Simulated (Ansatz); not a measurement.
Ideal-gas functions of C2H4N2 (`NC#CN`) at 298.15 K and 1 bar, from an Ansatz frequency run at PBE0-D4/def2-TZVP.

Molar mass 56.07 g/mol, point group C2 (symmetry number 2), electronic degeneracy 1, moments of inertia 3.182, 139.649, 139.66 u Å². Harmonic wavenumbers (cm⁻¹, unscaled): 199, 200, 433, 434, 439, 497, 551, 844, 1191, 1192, 1406, 1650, 1652, 2380, 3563, 3566, 3649, 3649.

Use S(trans) = R[1.5 ln M + 2.5 ln T − 1.1517]; rotational temperatures θ = 24.2544 K / I; S(rot) = R[ln(√π/σ · √(T³/θAθBθC)) + 1.5]; for each mode x = 1.438777 ν̃/T, S = R[x/(eˣ − 1) − ln(1 − e⁻ˣ)] and H = RT x/(eˣ − 1); 1 cm⁻¹ = 0.0119627 kJ/mol; R = 8.31446 J/(mol·K).

Question: By hand: the entropy, in J/(mol·K).

Answer: Translation 159.1. Rotation: θ = 7.6224, 0.1737, 0.1737 K, giving 88.6. Vibration, mode by mode: 8.96, 8.92, 3.55, 3.54, 3.47, 2.79, 2.27, 0.73, 0.18, 0.18, 0.07, 0.03, 0.03, 0.00, 0.00, 0.00, 0.00, 0.00, in all 34.7. Electronic 0.0. Sum 282.4 J/(mol·K).

Question: By hand: H − E and G − E in kJ/mol, counted from the electronic energy.

Answer: Zero-point energy ½ × 27495 × 0.0119627 = 164.5; thermal vibration 6.5; translation, rotation and pV give 4 RT = 9.9. H − E = 180.9 kJ/mol, and G − E = 180.9 − 298.15 × 282.4/1000 = 96.7 kJ/mol.

Vibration gives 12 % of the entropy. The sum counts one conformer and one mirror image; others add a mixing term.
